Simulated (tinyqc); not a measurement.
Worked calculation (part 1 of 2): coupled-perturbed Hartree-Fock on RHF in the sto-3g basis, for H3O+, spin multiplicity 1. Computed by tinyqc, a small Python program that keeps every step (integrals from PySCF). Settings: charge = 1, multiplicity = 1, basis = sto-3g, method = RHF, energy threshold = 1e-10, iteration cap = 70, orthogonalisation = canonical, start = Wolfsberg-Helmholz matrix, DIIS depth = 6. Command: `OMP_NUM_THREADS=1 python tinyqc.py 27478 27479 out.jsonl` (the two numbers bound the seeds that draw the settings). One thread of a shared host (Intel(R) Xeon(R) Processor @ 2.60GHz), about 0.2 s of CPU time with the checks. The early iterations of the SCF are left out here.

## One-electron integrals

Geometry (angstrom):
```
atom,x,y,z
O,0.000000,0.000000,0.393000
H,0.963000,0.000000,0.000000
H,-0.482000,0.834000,0.000000
H,-0.482000,-0.834000,0.000000
```

Basis sto-3g: exponents (1/bohr^2) and contraction coefficients of normalised primitives:
```
element,l (shell),exponent,coefficient
O,s (1),130.709320,0.154329
O,s (1),23.808861,0.535328
O,s (1),6.443608,0.444635
O,s (2),5.033151,-0.099967
O,s (2),1.169596,0.399513
O,s (2),0.380389,0.700115
O,p (3),5.033151,0.155916
O,p (3),1.169596,0.607684
O,p (3),0.380389,0.391957
H,s (1),3.425251,0.154329
H,s (1),0.623914,0.535328
H,s (1),0.168855,0.444635
```

Overlap, kinetic and nuclear-attraction integrals over the contracted functions; the nuclear repulsion is the sum of Za Zb / Rab.

nuclear repulsion = 13.16023233 hartree

overlap S, lower triangle:
```
,1O 1s,1O 2s,1O 2px,1O 2py,1O 2pz,2H 1s,3H 1s,4H 1s
1O 1s,1.000000
1O 2s,0.236704,1.000000
1O 2px,0.000000,0.000000,1.000000
1O 2py,0.000000,0.000000,0.000000,1.000000
1O 2pz,0.000000,0.000000,0.000000,0.000000,1.000000
2H 1s,0.044303,0.422047,0.336442,0.000000,-0.137302,1.000000
3H 1s,0.044277,0.421895,-0.168313,0.291231,-0.137235,0.200615,1.000000
4H 1s,0.044277,0.421895,-0.168313,-0.291231,-0.137235,0.200615,0.200737,1.000000
```

kinetic energy T (hartree), lower triangle:
```
,1O 1s,1O 2s,1O 2px,1O 2py,1O 2pz,2H 1s,3H 1s,4H 1s
1O 1s,29.003200
1O 2s,-0.168011,0.808128
1O 2px,0.000000,0.000000,2.528731
1O 2py,0.000000,0.000000,0.000000,2.528731
1O 2pz,0.000000,0.000000,0.000000,0.000000,2.528731
2H 1s,-0.006877,0.092405,0.207889,0.000000,-0.084840,0.760032
3H 1s,-0.006886,0.092308,-0.103952,0.179867,-0.084757,-0.001230,0.760032
4H 1s,-0.006886,0.092308,-0.103952,-0.179867,-0.084757,-0.001230,-0.001211,0.760032
```

nuclear attraction V (hartree), lower triangle:
```
,1O 1s,1O 2s,1O 2px,1O 2py,1O 2pz,2H 1s,3H 1s,4H 1s
1O 1s,-62.144534
1O 2s,-7.544308,-10.566170
1O 2px,0.000004,0.000057,-10.522005
1O 2py,0.000000,0.000000,0.000000,-10.521827
1O 2pz,0.014896,0.179729,0.000000,0.000000,-10.433493
2H 1s,-1.447968,-3.505682,-2.476332,0.000000,1.062247,-5.823094
3H 1s,-1.447108,-3.504210,1.238786,-2.143386,1.061657,-1.297571,-5.822337
4H 1s,-1.447108,-3.504210,1.238786,2.143386,1.061657,-1.297571,-1.298138,-5.822337
```

core Hamiltonian H = T + V (hartree), lower triangle:
```
,1O 1s,1O 2s,1O 2px,1O 2py,1O 2pz,2H 1s,3H 1s,4H 1s
1O 1s,-33.141334
1O 2s,-7.712319,-9.758042
1O 2px,0.000004,0.000057,-7.993274
1O 2py,0.000000,0.000000,0.000000,-7.993096
1O 2pz,0.014896,0.179729,0.000000,0.000000,-7.904762
2H 1s,-1.454845,-3.413277,-2.268443,0.000000,0.977407,-5.063062
3H 1s,-1.453994,-3.411902,1.134835,-1.963519,0.976899,-1.298801,-5.062305
4H 1s,-1.453994,-3.411902,1.134835,1.963519,0.976899,-1.298801,-1.299348,-5.062305
```

## Two-electron integrals

Functions are numbered as in S; the eight-fold symmetry (ij|kl) = (ji|kl) = (kl|ij) leaves the list below.

Two-electron integrals (ij|kl) in chemists' order, unique and non-zero (hartree):
```
i,j,k,l,(ij|kl)
1,1,1,1,4.785065
2,1,1,1,0.741380
2,1,2,1,0.136873
2,2,1,1,1.118947
2,2,2,1,0.256633
2,2,2,2,0.817206
3,1,3,1,0.024477
3,2,3,1,0.037809
3,2,3,2,0.180518
3,3,1,1,1.115814
3,3,2,1,0.256684
3,3,2,2,0.817023
3,3,3,3,0.880159
4,1,4,1,0.024477
4,2,4,1,0.037809
4,2,4,2,0.180518
4,3,4,3,0.047444
4,4,1,1,1.115814
4,4,2,1,0.256684
4,4,2,2,0.817023
4,4,3,3,0.785270
4,4,4,4,0.880159
5,1,5,1,0.024477
5,2,5,1,0.037809
5,2,5,2,0.180518
5,3,5,3,0.047444
5,4,5,4,0.047444
5,5,1,1,1.115814
5,5,2,1,0.256684
5,5,2,2,0.817023
5,5,3,3,0.785270
5,5,4,4,0.785270
5,5,5,5,0.880159
6,1,1,1,0.140676
6,1,2,1,0.025759
6,1,2,2,0.048010
6,1,3,1,0.001101
6,1,3,2,0.002064
6,1,3,3,0.048162
6,1,4,4,0.047916
6,1,5,1,-0.000449
6,1,5,2,-0.000842
6,1,5,3,-0.000101
6,1,5,5,0.047957
6,1,6,1,0.004911
6,2,1,1,0.349027
6,2,2,1,0.081083
6,2,2,2,0.286686
6,2,3,1,0.005644
6,2,3,2,0.043469
6,2,3,3,0.294192
6,2,4,4,0.281761
6,2,5,1,-0.002303
6,2,5,2,-0.017740
6,2,5,3,-0.005073
6,2,5,5,0.283831
6,2,6,1,0.015566
6,2,6,2,0.125478
6,3,1,1,0.235411
6,3,2,1,0.055386
6,3,2,2,0.209086
6,3,3,1,0.011774
6,3,3,2,0.079152
6,3,3,3,0.226294
6,3,4,4,0.199642
6,3,5,1,-0.001376
6,3,5,2,-0.012220
6,3,5,3,-0.007210
6,3,5,5,0.201088
6,3,6,1,0.011094
6,3,6,2,0.111169
6,3,6,3,0.115044
6,4,4,1,0.008401
6,4,4,2,0.049208
6,4,4,3,0.008985
6,4,5,4,-0.003667
6,4,6,4,0.017694
6,5,1,1,-0.096071
6,5,2,1,-0.022603
6,5,2,2,-0.085328
6,5,3,1,-0.001376
6,5,3,2,-0.012220
6,5,3,3,-0.085017
6,5,4,4,-0.081474
6,5,5,1,0.008963
6,5,5,2,0.054195
6,5,5,3,0.010431
6,5,5,5,-0.089397
6,5,6,1,-0.004527
6,5,6,2,-0.045368
6,5,6,3,-0.039729
6,5,6,5,0.033907
6,6,1,1,0.494918
6,6,2,1,0.116842
6,6,2,2,0.474367
6,6,3,1,0.010354
6,6,3,2,0.110565
6,6,3,3,0.503792
6,6,4,4,0.455320
6,6,5,1,-0.004226
6,6,5,2,-0.045121
6,6,5,3,-0.019781
6,6,5,5,0.463393
6,6,6,1,0.022621
6,6,6,2,0.263640
6,6,6,3,0.266586
6,6,6,5,-0.108793
6,6,6,6,0.774606
7,1,1,1,0.140592
7,1,2,1,0.025744
7,1,2,2,0.047982
7,1,3,1,-0.000551
7,1,3,2,-0.001032
7,1,3,3,0.047950
7,1,4,1,0.000953
7,1,4,2,0.001786
7,1,4,3,-0.000107
7,1,4,4,0.048073
7,1,5,1,-0.000449
7,1,5,2,-0.000842
7,1,5,3,0.000050
7,1,5,4,-0.000087
7,1,5,5,0.047929
7,1,6,1,0.004829
7,1,6,2,0.015049
7,1,6,3,0.010049
7,1,6,4,0.000396
7,1,6,5,-0.004381
7,1,6,6,0.021638
7,1,7,1,0.004905
7,2,1,1,0.348874
7,2,2,1,0.081048
7,2,2,2,0.286568
7,2,3,1,-0.002823
7,2,3,2,-0.021744
7,2,3,3,0.284756
7,2,4,1,0.004884
7,2,4,2,0.037624
7,2,4,3,-0.005384
7,2,4,4,0.290960
7,2,5,1,-0.002302
7,2,5,2,-0.017729
7,2,5,3,0.002537
7,2,5,4,-0.004390
7,2,5,5,0.283713
7,2,6,1,0.015051
7,2,6,2,0.100493
7,2,6,3,0.067846
7,2,6,4,0.010764
7,2,6,5,-0.035299
7,2,6,6,0.171720
7,2,7,1,0.015551
7,2,7,2,0.125382
7,3,1,1,-0.117759
7,3,2,1,-0.027706
7,3,2,2,-0.104593
7,3,3,1,0.009241
7,3,3,2,0.056681
7,3,3,3,-0.109945
7,3,4,1,-0.001461
7,3,4,2,-0.012970
7,3,4,3,0.009658
7,3,4,4,-0.103125
7,3,5,1,0.000688
7,3,5,2,0.006112
7,3,5,3,-0.004551
7,3,5,4,0.001534
7,3,5,5,-0.100592
7,3,6,1,-0.004687
7,3,6,2,-0.024636
7,3,6,3,-0.003424
7,3,6,4,-0.002051
7,3,6,5,0.008423
7,3,6,6,-0.030538
7,3,7,1,-0.005546
7,3,7,2,-0.055592
7,3,7,3,0.042041
7,4,1,1,0.203757
7,4,2,1,0.047939
7,4,2,2,0.180976
7,4,3,1,-0.001461
7,4,3,2,-0.012970
7,4,3,3,0.174683
7,4,4,1,0.010924
7,4,4,2,0.071627
7,4,4,3,-0.007750
7,4,4,4,0.193988
7,4,5,1,-0.001191
7,4,5,2,-0.010575
7,4,5,3,0.001534
7,4,5,4,-0.006319
7,4,5,5,0.174053
7,4,6,1,0.008901
7,4,6,2,0.064136
7,4,6,3,0.042912
7,4,6,4,0.020193
7,4,6,5,-0.022130
7,4,6,6,0.110800
7,4,7,1,0.009596
7,4,7,2,0.096190
7,4,7,3,-0.042154
7,4,7,4,0.090617
7,5,1,1,-0.096015
7,5,2,1,-0.022590
7,5,2,2,-0.085280
7,5,3,1,0.000688
7,5,3,2,0.006112
7,5,3,3,-0.082315
7,5,4,1,-0.001191
7,5,4,2,-0.010575
7,5,4,3,0.001534
7,5,4,4,-0.084083
7,5,5,1,0.008958
7,5,5,2,0.054169
7,5,5,3,-0.005217
7,5,5,4,0.009027
7,5,5,5,-0.089346
7,5,6,1,-0.004381
7,5,6,2,-0.035295
7,5,6,3,-0.023369
7,5,6,4,-0.003780
7,5,6,5,0.025873
7,5,6,6,-0.065882
7,5,7,1,-0.004522
7,5,7,2,-0.045327
7,5,7,3,0.019864
7,5,7,4,-0.034370
7,5,7,5,0.033875
7,6,1,1,0.122229
7,6,2,1,0.028652
7,6,2,2,0.109789
7,6,3,1,0.000784
7,6,3,2,0.007163
7,6,3,3,0.109742
7,6,4,1,0.001359
7,6,4,2,0.012417
7,6,4,3,0.000365
7,6,4,4,0.110165
7,6,5,1,-0.001281
7,6,5,2,-0.011703
7,6,5,3,-0.001266
7,6,5,4,-0.002194
7,6,5,5,0.109340
7,6,6,1,0.005439
7,6,6,2,0.047360
7,6,6,3,0.039063
7,6,6,4,0.004685
7,6,6,5,-0.019254
7,6,6,6,0.102630
7,6,7,1,0.005436
7,6,7,2,0.047344
7,6,7,3,-0.015489
7,6,7,4,0.036158
7,6,7,5,-0.019246
7,6,7,6,0.022042
7,7,1,1,0.494814
7,7,2,1,0.116818
7,7,2,2,0.474284
7,7,3,1,-0.005179
7,7,3,2,-0.055314
7,7,3,3,0.467376
7,7,4,1,0.008962
7,7,4,2,0.095709
7,7,4,3,-0.020996
7,7,4,4,0.491571
7,7,5,1,-0.004223
7,7,5,2,-0.045100
7,7,5,3,0.009894
7,7,5,4,-0.017119
7,7,5,5,0.463309
7,7,6,1,0.021646
7,7,6,2,0.171762
7,7,6,3,0.111222
7,7,6,4,0.029010
7,7,6,5,-0.065902
7,7,6,6,0.313643
7,7,7,1,0.022603
7,7,7,2,0.263520
7,7,7,3,-0.133350
7,7,7,4,0.230735
7,7,7,5,-0.108728
7,7,7,6,0.102630
7,7,7,7,0.774606
8,1,1,1,0.140592
8,1,2,1,0.025744
8,1,2,2,0.047982
8,1,3,1,-0.000551
8,1,3,2,-0.001032
8,1,3,3,0.047950
8,1,4,1,-0.000953
8,1,4,2,-0.001786
8,1,4,3,0.000107
8,1,4,4,0.048073
8,1,5,1,-0.000449
8,1,5,2,-0.000842
8,1,5,3,0.000050
8,1,5,4,0.000087
8,1,5,5,0.047929
8,1,6,1,0.004829
8,1,6,2,0.015049
8,1,6,3,0.010049
8,1,6,4,-0.000396
8,1,6,5,-0.004381
8,1,6,6,0.021638
8,1,7,1,0.004826
8,1,7,2,0.015043
8,1,7,3,-0.005370
8,1,7,4,0.008500
8,1,7,5,-0.004378
8,1,7,6,0.005296
8,1,7,7,0.021634
8,1,8,1,0.004905
8,2,1,1,0.348874
8,2,2,1,0.081048
8,2,2,2,0.286568
8,2,3,1,-0.002823
8,2,3,2,-0.021744
8,2,3,3,0.284756
8,2,4,1,-0.004884
8,2,4,2,-0.037624
8,2,4,3,0.005384
8,2,4,4,0.290960
8,2,5,1,-0.002302
8,2,5,2,-0.017729
8,2,5,3,0.002537
8,2,5,4,0.004390
8,2,5,5,0.283713
8,2,6,1,0.015051
8,2,6,2,0.100493
8,2,6,3,0.067846
8,2,6,4,-0.010764
8,2,6,5,-0.035299
8,2,6,6,0.171720
8,2,7,1,0.015043
8,2,7,2,0.100465
8,2,7,3,-0.043276
8,2,7,4,0.053356
8,2,7,5,-0.035285
8,2,7,6,0.038786
8,2,7,7,0.171730
8,2,8,1,0.015551
8,2,8,2,0.125382
8,3,1,1,-0.117759
8,3,2,1,-0.027706
8,3,2,2,-0.104593
8,3,3,1,0.009241
8,3,3,2,0.056681
8,3,3,3,-0.109945
8,3,4,1,0.001461
8,3,4,2,0.012970
8,3,4,3,-0.009658
8,3,4,4,-0.103125
8,3,5,1,0.000688
8,3,5,2,0.006112
8,3,5,3,-0.004551
8,3,5,4,-0.001534
8,3,5,5,-0.100592
8,3,6,1,-0.004687
8,3,6,2,-0.024636
8,3,6,3,-0.003424
8,3,6,4,0.002051
8,3,6,5,0.008423
8,3,6,6,-0.030538
8,3,7,1,-0.005370
8,3,7,2,-0.043276
8,3,7,3,0.032018
8,3,7,4,-0.022495
8,3,7,5,0.014969
8,3,7,6,-0.012430
8,3,7,7,-0.080805
8,3,8,1,-0.005546
8,3,8,2,-0.055592
8,3,8,3,0.042041
8,4,1,1,-0.203757
8,4,2,1,-0.047939
8,4,2,2,-0.180976
8,4,3,1,0.001461
8,4,3,2,0.012970
8,4,3,3,-0.174683
8,4,4,1,0.010924
8,4,4,2,0.071627
8,4,4,3,-0.007750
8,4,4,4,-0.193988
8,4,5,1,0.001191
8,4,5,2,0.010575
8,4,5,3,-0.001534
8,4,5,4,-0.006319
8,4,5,5,-0.174053
8,4,6,1,-0.008901
8,4,6,2,-0.064136
8,4,6,3,-0.042912
8,4,6,4,0.020193
8,4,6,5,0.022130
8,4,6,6,-0.110800
8,4,7,1,-0.008500
8,4,7,2,-0.053356
8,4,7,3,0.022495
8,4,7,4,-0.015190
8,4,7,5,0.018341
8,4,7,6,-0.021500
8,4,7,7,-0.081796
8,4,8,1,-0.009596
8,4,8,2,-0.096190
8,4,8,3,0.042154
8,4,8,4,0.090617
8,5,1,1,-0.096015
8,5,2,1,-0.022590
8,5,2,2,-0.085280
8,5,3,1,0.000688
8,5,3,2,0.006112
8,5,3,3,-0.082315
8,5,4,1,0.001191
8,5,4,2,0.010575
8,5,4,3,-0.001534
8,5,4,4,-0.084083
8,5,5,1,0.008958
8,5,5,2,0.054169
8,5,5,3,-0.005217
8,5,5,4,-0.009027
8,5,5,5,-0.089346
8,5,6,1,-0.004381
8,5,6,2,-0.035295
8,5,6,3,-0.023369
8,5,6,4,0.003780
8,5,6,5,0.025873
8,5,6,6,-0.065882
8,5,7,1,-0.004378
8,5,7,2,-0.035285
8,5,7,3,0.014969
8,5,7,4,-0.018341
8,5,7,5,0.025864
8,5,7,6,-0.015283
8,5,7,7,-0.065885
8,5,8,1,-0.004522
8,5,8,2,-0.045327
8,5,8,3,0.019864
8,5,8,4,0.034370
8,5,8,5,0.033875
8,6,1,1,0.122229
8,6,2,1,0.028652
8,6,2,2,0.109789
8,6,3,1,0.000784
8,6,3,2,0.007163
8,6,3,3,0.109742
8,6,4,1,-0.001359
8,6,4,2,-0.012417
8,6,4,3,-0.000365
8,6,4,4,0.110165
8,6,5,1,-0.001281
8,6,5,2,-0.011703
8,6,5,3,-0.001266
8,6,5,4,0.002194
8,6,5,5,0.109340
8,6,6,1,0.005439
8,6,6,2,0.047360
8,6,6,3,0.039063
8,6,6,4,-0.004685
8,6,6,5,-0.019254
8,6,6,6,0.102630
8,6,7,1,0.005296
8,6,7,2,0.038786
8,6,7,3,-0.012430
8,6,7,4,0.021500
8,6,7,5,-0.015283
8,6,7,6,0.018196
8,6,7,7,0.068920
8,6,8,1,0.005436
8,6,8,2,0.047344
8,6,8,3,-0.015489
8,6,8,4,-0.036158
8,6,8,5,-0.019246
8,6,8,6,0.022042
8,7,1,1,0.122274
8,7,2,1,0.028663
8,7,2,2,0.109837
8,7,3,1,-0.001571
8,7,3,2,-0.014356
8,7,3,3,0.110429
8,7,4,4,0.109577
8,7,5,1,-0.001281
8,7,5,2,-0.011706
8,7,5,3,0.002537
8,7,5,5,0.109386
8,7,6,1,0.005301
8,7,6,2,0.038815
8,7,6,3,0.024845
8,7,6,5,-0.015296
8,7,6,6,0.068949
8,7,7,1,0.005438
8,7,7,2,0.047372
8,7,7,3,-0.023617
8,7,7,4,0.031492
8,7,7,5,-0.019256
8,7,7,6,0.018206
8,7,7,7,0.102704
8,7,8,1,0.005438
8,7,8,2,0.047372
8,7,8,3,-0.023617
8,7,8,4,-0.031492
8,7,8,5,-0.019256
8,7,8,6,0.018206
8,7,8,7,0.022071
8,8,1,1,0.494814
8,8,2,1,0.116818
8,8,2,2,0.474284
8,8,3,1,-0.005179
8,8,3,2,-0.055314
8,8,3,3,0.467376
8,8,4,1,-0.008962
8,8,4,2,-0.095709
8,8,4,3,0.020996
8,8,4,4,0.491571
8,8,5,1,-0.004223
8,8,5,2,-0.045100
8,8,5,3,0.009894
8,8,5,4,0.017119
8,8,5,5,0.463309
8,8,6,1,0.021646
8,8,6,2,0.171762
8,8,6,3,0.111222
8,8,6,4,-0.029010
8,8,6,5,-0.065902
8,8,6,6,0.313643
8,8,7,1,0.021634
8,8,7,2,0.171730
8,8,7,3,-0.080805
8,8,7,4,0.081796
8,8,7,5,-0.065885
8,8,7,6,0.068920
8,8,7,7,0.313715
8,8,8,1,0.022603
8,8,8,2,0.263520
8,8,8,3,-0.133350
8,8,8,4,-0.230735
8,8,8,5,-0.108728
8,8,8,6,0.102630
8,8,8,7,0.102704
8,8,8,8,0.774606
```

## Orthogonalisation

S = U s U^T; canonical form X = U s^(-1/2), so that X^T S X = 1. Each column of U has its largest component positive (the first on a tie).

eigenvalues of S: 0.377165  0.475555  0.475715  0.924988  1.065577  1.323548  1.323871  2.033582

X:
```
,1,2,3,4,5,6,7,8
1O 1s,-0.353388,-0.000280,0.000000,0.725979,0.634382,0.000000,0.000110,0.134077
1O 2s,1.233400,0.000719,0.000000,-0.159164,0.235485,0.000000,0.000125,0.411114
1O 2px,0.000514,-0.895997,0.000000,-0.000123,-0.000079,0.000000,0.683358,-0.000053
1O 2py,0.000000,0.000000,0.895655,0.000000,0.000000,0.683532,0.000000,0.000000
1O 2pz,-0.357532,-0.000161,0.000000,-0.693430,0.668271,0.000000,-0.000039,-0.123745
2H 1s,-0.541625,0.930590,0.000000,-0.126350,-0.106475,0.000000,0.438428,0.310617
3H 1s,-0.540378,-0.465830,-0.806195,-0.126308,-0.106402,0.379690,-0.219275,0.310609
4H 1s,-0.540378,-0.465830,0.806195,-0.126308,-0.106402,-0.379690,-0.219275,0.310609
```

## Iteration 8 (converged): orbitals

converged F (hartree), lower triangle:
```
,1O 1s,1O 2s,1O 2px,1O 2py,1O 2pz,2H 1s,3H 1s,4H 1s
1O 1s,-20.850350
1O 2s,-5.303733,-2.957795
1O 2px,0.000003,0.000008,-0.852192
1O 2py,0.000000,0.000000,0.000000,-0.852037
1O 2pz,0.022412,0.115308,0.000016,0.000000,-0.887396
2H 1s,-1.008622,-1.089214,-0.585364,0.000000,0.283763,-0.817986
3H 1s,-1.008037,-1.088791,0.292874,-0.506764,0.283639,-0.372115,-0.817731
4H 1s,-1.008037,-1.088791,0.292874,0.506764,0.283639,-0.372115,-0.372236,-0.817731
```

Diagonalise F' = X^T F X, C = X C', fill 5 alpha and 5 beta electrons from the bottom; D = 2 C_occ C_occ^T. Each column has its largest component positive (the first on a tie).

F' = X^T F X (hartree), lower triangle:
```
,1,2,3,4,5,6,7,8
1,-0.529051
2,-0.000709,0.201401
3,0.000000,0.000000,0.201078
4,1.887790,0.001886,0.000000,-9.764421
5,1.617535,0.001702,0.000000,-9.035889,-10.082628
6,0.000000,0.000000,-0.035045,0.000000,0.000000,-1.052617
7,0.000274,0.035134,0.000000,-0.001948,-0.001981,0.000000,-1.052819
8,0.083401,0.000253,0.000000,-3.702376,-3.814605,0.000000,-0.000909,-3.089298
```

orbital energies (hartree): MO1 -20.858934, MO2 -1.758213, MO3 -1.053802, MO4 -1.053596, MO5 -0.907436, MO6 0.059185, MO7 0.202057, MO8 0.202385

coefficients C:
```
,MO1,MO2,MO3,MO4,MO5,MO6,MO7,MO8
1O 1s,0.994168,-0.238714,-0.000008,0.000000,-0.071750,-0.147794,0.000000,0.000093
1O 2s,0.026273,0.876569,0.000015,0.000000,0.353972,0.936333,0.000000,-0.000665
1O 2px,0.000000,-0.000011,0.708160,0.000000,0.000048,-0.000584,0.000000,-0.876526
1O 2py,0.000000,0.000000,0.000000,0.708273,0.000000,0.000000,0.876221,0.000000
1O 2pz,-0.003038,-0.124066,-0.000079,0.000000,0.914064,-0.468676,0.000000,0.000331
2H 1s,-0.004573,0.096945,0.412197,0.000000,-0.120517,-0.626015,0.000000,0.943193
3H 1s,-0.004570,0.096899,-0.206177,0.357032,-0.120496,-0.626484,-0.816482,-0.471083
4H 1s,-0.004570,0.096899,-0.206177,-0.357032,-0.120496,-0.626484,0.816482,-0.471083
```

D after iteration 8, lower triangle:
```
,1O 1s,1O 2s,1O 2px,1O 2py,1O 2pz,2H 1s,3H 1s,4H 1s
1O 1s,2.101005
1O 2s,-0.417053,1.788717
1O 2px,-0.000013,0.000035,1.002982
1O 2py,0.000000,0.000000,0.000000,1.003302
1O 2pz,-0.077976,0.429441,-0.000021,0.000000,1.701830
2H 1s,-0.038089,0.084410,0.583790,0.000000,-0.244412,0.387700
3H 1s,-0.038055,0.084327,-0.292027,0.505753,-0.244265,-0.122098,0.387821
4H 1s,-0.038055,0.084327,-0.292027,-0.505753,-0.244265,-0.122098,-0.122067,0.387821
```

## Convergence

Stop when the energy changes by less than 1e-10 hartree and every element of the error matrix X^T (F D S - S D F) X is below 3e-06.

Course of the cycle:
```
iteration,E (hartree),change,largest element of the error matrix
1,-75.06581239,-,6.96e-01
2,-75.30510174,-2.39e-01,1.70e-01
3,-75.32075870,-1.57e-02,2.35e-02
4,-75.32181184,-1.05e-03,6.95e-03
5,-75.32189030,-7.85e-05,1.94e-03
6,-75.32189860,-8.29e-06,2.34e-05
7,-75.32189860,-8.30e-10,3.80e-07
8,-75.32189860,-1.14e-13,3.30e-08
```

PySCF RHF in the same basis = -75.32189860 hartree

Converged in 8 iterations.
